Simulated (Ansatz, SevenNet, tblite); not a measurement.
Ladder of methods for the lattice constant a of rock-salt PbTe

Reference value: 6.438 Å (measured, 120 K, not corrected to a static lattice; as tabulated in Noda, Masumoto, Ohba, Saito, Toriumi, Iwata, Shibuya, Acta Cryst. C 43, 1443 …).

Question: What do GFN2-xTB, SevenNet-0, LDA, PBE, PBE-D3(BJ), r²SCAN, PBE0 give, and how far is each from the reference?

Answer: 
| level (code) | value (Å) | difference (%) |
|---|---|---|
| GFN2-xTB (tblite) | 6.284 | -2.39 |
| SevenNet-0 (SevenNet) | 6.567 | +2.00 |
| LDA (Ansatz) | 6.380 | -0.90 |
| PBE (Ansatz) | 6.569 | +2.03 |
| PBE-D3(BJ) (Ansatz) | 6.469 | +0.48 |
| r²SCAN (Ansatz) | 6.534 | +1.49 |
| PBE0 (Ansatz) | 6.520 | +1.27 |

The reference is not for a static lattice or low temperature, so close values are not ranked against it. Off by more than 1.25 % (a bound picked here): GFN2-xTB (-2.39 %), SevenNet-0 (+2.00 %), PBE (+2.03 %), r²SCAN (+1.49 %), PBE0 (+1.27 %).

The measured value isn't corrected to a static lattice, so vibrations enter the comparison. A static lattice is as a rule a little smaller than the measured one.  Density-functional levels without +SOC have no spin–orbit coupling. GFN2-xTB: the method was fitted mainly to molecules. GFN2-xTB: the run uses a supercell at the zone centre in place of a k mesh. Cutoffs and k meshes differ between the levels. Ansatz's density-functional and Hartree–Fock values are scalar-relativistic unless marked +SOC, with PAW data made under PBE.

Machine-learned potentials (SevenNet-0) are trained on DFT data, which may include these solids.

Differences are worked out from the printed values.

Ansatz is a first-principles code.
